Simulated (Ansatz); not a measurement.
Species: CH3, SMILES `[CH3]` (charge 0, multiplicity 2).

Q: Give a relaxed geometry from PBE0-D4/def2-TZVP (Ansatz, a program for electronic structure).

A: the end point of this relaxation (outside a Z-matrix the atoms follow the SMILES, hydrogens last).
Z-matrix (Å, degrees):
```
C
H 1 1.0802
H 1 1.0802 2 120.00
H 1 1.0802 2 120.00 3 -179.98
```
